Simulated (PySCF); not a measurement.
Ionisation energy of He by level of theory

He 1s2 (1S) → He⁺ 1s1 (2S), as a difference of total energies. Calculation: PySCF 2.14, in aug-cc-pVDZ (3s2p, 9 functions); the non-relativistic Hamiltonian (point nucleus). Correlated levels: valence: nothing frozen. The calculations carry no spin-orbit coupling.

```json
{"method": "UHF", "ionisation energy (eV)": "23.438"}
{"method": "MP2 (valence)", "ionisation energy (eV)": "24.172"}
{"method": "SCS-MP2 (valence)", "ionisation energy (eV)": "24.319"}
{"method": "CCSD (valence)", "ionisation energy (eV)": "24.359"}
```

**Question.** How much does correlation contribute at MP2 (valence)?

**Answer.** 24.172 − (23.438) = 0.734 eV, measured against UHF.

Errors of the correlated levels include the incompleteness of this basis.

With two correlated electrons CCSD is exact in that space.

For comparison: 24.587 eV (measured; NIST Atomic Spectra Database, ionization energies).
